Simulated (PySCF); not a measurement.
Homolysis of single bonds, series acetyl-X. Isolated molecules, 0 K electronic values unless said otherwise. One relaxed conformer stands for each flexible species; it need not be the lowest. Strings in code marks are SMILES.

All values below come from PBE-D3(BJ)/def2-TZVP (PySCF 2.14.0). All candidates: neutral, multiplicity 2. 

* **highest occupied spin orbital**: -4.55 eV
* **dipole moment**: 0.34 D

Task: Say which member has these values.
(A) `[CH2]C`
(B) `[C-]#[N+][C]=O`
(C) `[SeH]`
(D) `[C]#N`

Result: A, `[CH2]C`. The others give `[SeH]`: -5.80 eV, 0.55 D; `[C]#N`: -9.35 eV, 1.13 D; `[C-]#[N+][C]=O`: -6.07 eV, 0.66 D
